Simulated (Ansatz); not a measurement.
System: NO, net charge 0, doublet state. SMILES: [N]=O
Geometry: optimised at B3LYP-D3(BJ)/def2-TZVP (Ansatz, a first-principles code).

Parts of the frozen-core correlation energy in cc-pVDZ (Ansatz, hartree). Frozen orbitals: 2; correlated occupied orbitals by spin: 6 and 5; virtual: 20 and 21. UHF or UKS for open shells. No spin-orbit coupling. No relativistic terms.

| term | value |
|---|---|
| reference (HF) | -129.26108 |
| MP2 opposite-spin | -0.22960 |
| MP2 same-spin | -0.08657 |
| CCSD correlation | -0.32553 |
| (T) | -0.01097 |
| CCSDT minus CCSD(T) | -0.00055 |
| CCSDT(Q) minus CCSD(T) | -0.00200 |
| T1 diagnostic | 0.026 |
| largest doubles amplitude | 0.120 |
| <S^2> of the reference | 0.784 |
